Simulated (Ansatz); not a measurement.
**Solid bromine: smallest direct gap on the k points sampled by level of theory**

No measured value is used here.

| level (code) | value (eV) |
|---|---|
| LDA+SOC (Ansatz) | 1.35 |
| BLYP (Ansatz) | 1.61 |
| r²SCAN+SOC (Ansatz) | 1.78 |
| B3LYP (VWN-RPA form) (Ansatz) | 3.19 |
| G0W0@PBEsol (Ansatz) | 3.07 |

At these levels the smallest gap is indirect and lower: B3LYP (VWN-RPA form) 3.10, G0W0@PBEsol 3.02 eV. Computed values are for a static lattice. Levels without +SOC have no spin–orbit coupling; where heavier elements are present it shifts gaps, mostly down, and can invert bands.  Values are at the measured cell (atoms relaxed with PBEsol). Cutoffs and k meshes differ between the levels. Ansatz's density-functional and Hartree–Fock values are scalar-relativistic unless marked +SOC, with PAW data made under PBE.

Ansatz is a quantum-chemistry and plane-wave program.
